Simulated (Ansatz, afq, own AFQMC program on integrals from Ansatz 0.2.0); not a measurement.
**CHAlB, quartet: a scan with AFQMC**

```xyz
4

Al    0.0000    0.0162    0.9194
C     0.0000    0.5650   -0.8751
B     0.0000   -0.8104   -1.1945
H     0.0000    1.5259   -1.3725
```

The C2–H4 distance is changed with both sides rigid. Energies in kcal/mol count from this geometry (1.082 Å) at the same level; the start stands on UHF, each point on the determinant named.

Basis cc-pVDZ. Noble-gas cores (and the filled d shells of Ga–Kr and In–Xe) are frozen. Ansatz 0.2.0 and our own AFQMC program on the same integrals; the CISD trial comes from CCSD amplitudes, and released means the phaseless constraint is let go. Uncertainties: one standard error, sampling alone.

Cautions, each for one point or more: (T) is large; higher spins were not checked; lower spins were not checked; raised T1 diagnostic; strong correlation; the ph-AFQMC/CISD walk drifts between its halves; unrestricted determinant slightly spin contaminated; unrestricted determinant spin contaminated; walk and cluster series may follow different spin states.

```csv
r(C2–H4) / Å,det.,T1,weight,⟨S²⟩,r2SCAN,PBE0,CCSD(T)
0.977,UHF,0.034,0.85,3.83,6.7,6.7,7.2
1.167,UHF,0.035,0.84,3.83,1.9,2.0,1.7
1.503,UHF,0.041,0.82,3.90,31.0,32.2,31.3
1.998,UHF¶,0.062,0.78,4.06,58.9,61.2,57.4
```

**Question.** Estimate the curve of CCSDT(Q), counted from the same start.

**Answer.** 
```csv
r(C2–H4) / Å,det.,T1,weight,⟨S²⟩,CCSDT(Q),ph-AFQMC/CISD,released AFQMC
0.977,UHF,0.034,0.85,3.83,7.2,7.8 ± 0.6,9.5 ± 0.8*
1.167,UHF,0.035,0.84,3.83,1.7,1.9 ± 0.7,3.2 ± 0.9*
1.503,UHF,0.041,0.82,3.90,31.0,31.9 ± 0.6,32.6 ± 0.9*
1.998,UHF¶,0.062,0.78,4.06,56.3,58.9 ± 0.8,–
```

Weight is that of the determinant in the CISD state; at the start T1 is 0.034 and the weight 0.85, and ⟨S²⟩ is 3.83. ¶ marks points with a poor determinant and no full CI, where no value is sure; they don't count among the departures. An asterisk marks released energies that aren't shown to be converged. A dash marks a missing value, a released energy that hasn't settled or a functional that sits on another state. Largest departures from CCSDT(Q), at the points where its series has closed: CCSD(T) 0.0 kcal/mol at 1.167 (on UHF), ph-AFQMC/CISD 0.6 kcal/mol at 0.977 (on UHF) (within the noise), r2SCAN -0.5 kcal/mol at 0.977, PBE0 -0.5 kcal/mol at 0.977. Functionals count only at points shown to share the start's state and spin. In this small basis the wave-function levels are far from their limit, so their gap to the functionals isn't the functionals' error.

A walk keeps the symmetry of its determinant, which the program's search chose and which needn't be the lowest solution, so a lower state of the same spin and another symmetry isn't excluded.
